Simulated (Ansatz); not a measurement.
C4H4OS can be A, `Oc1cccs1`, or B, `C=CSC#CO`.

Calculated with Ansatz (gas phase, PBE0-D4/def2-TZVP geometries, no zero-point term in ΔE). CCSD(T)/CBS is the MP2 limit (def2-TZVPP, def2-QZVPP) plus CCSD(T) − MP2 in def2-TZVPP, frozen cores. Functionals use def2-TZVPP. B3LYP here is the variant with VWN-RPA as its local correlation; programs differ in this. Each species was taken in one conformer, which may not be the lowest.

Task: Which isomer does CCSD(T)/CBS put lower? Give the gap. (An estimate is asked.)

Result: Computed: A, by 254.2 kJ/mol.

Task: Give E(B) − E(A) in kJ/mol with HF/def2-TZVPP, ωB97M-V, PBE-D4, B2PLYP, r2SCAN-D4, CCSD(T)/def2-TZVPP, B3LYP-D4. (An estimate is asked.)

Result: Ansatz gave: HF/def2-TZVPP 224.4, ωB97M-V 255.2, PBE-D4 256.6, B2PLYP 244.6, r2SCAN-D4 263.5, CCSD(T)/def2-TZVPP 251.4, B3LYP-D4 242.1. None reverses the order clearly.

Largest T1 diagnostic: 0.014.

The D4 term adds +9.0 kJ/mol with B3LYP and +4.4 kJ/mol with PBE0; it sums over pairs of atoms, weighted by their polarisabilities, and B3LYP, whose exchange is more repulsive, gets the larger term. From PBE to PBE0 (25 % exact exchange), in def2-TZVPP and without D4, E(B) − E(A) moves by +13.1 kJ/mol.
